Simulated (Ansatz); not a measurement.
in.yaml

```yaml
crystal:
  periodic: [false, false, false]
  atoms:
    - {symbol: Be, position_ang: [0.000000, 0.000000, 0.395902]}
    - {symbol: Be, position_ang: [0.000000, 0.000000, -2.794307]}
    - {symbol: H, position_ang: [0.000000, 0.000000, 2.398404]}
basis:
  gaussian: {orbitals: cc-pVDZ}
magnetization: {spin_polarized: true, initial_magnetization: 1}
hamiltonian: {xc: {name: PBE}}
correlation: {method: rpa, electrons: outside_noble_gas}
```

```sh
$ ansatz run in.yaml --threads 1 --pin off --events-out ev --progress --plain --max-ram 2393MiB
```

Output:

```
304 factors; integrals over basis functions are off by at most 1.6e-3 eV
mean field evaluation 1: about -810.0724 eV, gradient 8.5e0 eV
mean field evaluation 2: about -810.0701 eV, gradient 8.5e0 eV
mean field evaluation 4: about -811.1476 eV, gradient 2.2e0 eV
mean field evaluation 8: about -811.2529 eV, gradient 4.1e-1 eV
mean field evaluation 16: about -811.2582 eV, gradient 2.5e-4 eV
mean field evaluation 32: about -806.2609 eV, gradient 4.9e0 eV
mean field -811.25823096 eV, -29.8131900973 hartree, gradient 5.1e-6 eV, S^2 0.789801; 2 other end points of the search recorded, 0 dependent functions left out
2 core orbitals not correlated: weight in the atoms' cores, before any rotation towards them, 1.000 or more for the frozen orbitals, at most 0.000 for the correlated occupied ones
reference -807.16580796 eV, -29.6627963258 hartree; 3, 2 occupied and 28, 29 virtual orbitals, 304 factors
Total energy: -811.87062906 eV, -29.8356953121 hartree
```

Ran on 1 thread of Arm Neoverse N1, shared host: 1.6 s wall, 0.18 GiB peak host memory.
